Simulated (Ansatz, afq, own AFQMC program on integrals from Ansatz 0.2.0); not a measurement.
**SiGeH3, doublet → SiGeH3⁺, triplet**

```yaml
atoms:
  - { symbol: Si, position_ang: [-0.0291, 0.0911, 1.6863] }
  - { symbol: Ge, position_ang: [0.0129, -0.0156, -0.6336] }
  - { symbol: H, position_ang: [0.2341, -1.4090, 1.7523] }
  - { symbol: H, position_ang: [-0.3266, -1.2336, -1.5256] }
  - { symbol: H, position_ang: [-0.0229, 1.2257, -1.5544] }
```

Connectivity, by distances: SiH–GeH2.

E(triplet, charge +1) − E(doublet, charge +0) at this geometry, on ROHF and UHF determinants.

Basis cc-pVDZ. Only valence electrons are correlated. Integrals, coupled cluster, full CI and functionals: Ansatz 0.2.0; the random walks run on the same integrals in our own AFQMC program. The CISD trial takes its coefficients from CCSD amplitudes. Released means that phaseless walkers are propagated on without the constraint, phases kept. ± is one standard error of the sampling. No spin–orbit coupling. The errors of all members are added in quadrature.

No full CI on the walks' own integrals is used here; CCSDT(Q) serves as the reference and is uncertain by about the last step of the cluster series. Each member takes its own surest rung, up to full CI.

Errors are counted within cc-pVDZ, not against nature.

Cautions: inner d shell frozen; no relativity below Rb; no spin-orbit coupling; SiGeH₃ (doublet): higher spins were not checked, a spin-contaminated unrestricted determinant lies lower (UHF 167 meV lower, ⟨S²⟩ 0.96), the released energies move by 1.5 errors or more from one time to the next, so no released level is given (meV from the phaseless value at times in 1/Eh: -2 ± 3 at 0.24, -7.4 ± 2.0 at 0.51, -9.7 ± 1.9 at 0.99, -9 ± 7 at 1.62, -17 ± 3 at 2.40), its ph-AFQMC/CISD value lies 24 ± 3 meV above CCSDT(Q); SiGeH₃⁺ (triplet): another spin lies lower, the released energies are still falling, so no released level is given (meV from the phaseless value at times in 1/Eh: -4 ± 3 at 0.24, -10 ± 3 at 0.51, -15 ± 3 at 0.99, -16.7 ± 2.5 at 1.62, -20.8 ± 2.5 at 2.40), though the last usable value meets CCSDT(Q) within the noise, its ph-AFQMC/CISD value lies 24 ± 3 meV above CCSDT(Q); this isn't the first ionization.

| level | vertical ionization energy (eV) |
| --- | --- |
| CCSD | 8.425 |
| HF | 7.495 |

(1) From these cheaper values, estimate the vertical ionization energy at the reference level in cc-pVDZ.

(1) 8.461 eV (CCSDT(Q) in cc-pVDZ).

```
        level  vertical ionization energy (eV)  error against CCSDT(Q) (eV)
          MP2                            8.331                       -0.130
      CCSD(T)                            8.459                       -0.002
        CCSDT                            8.458                       -0.003
ph-AFQMC/CISD                    8.461 ± 0.005                0.000 ± 0.005
```

Correlation beyond CCSD(T) changes it by less than 2 meV. The perturbative (T) step is worth +0.034 eV.
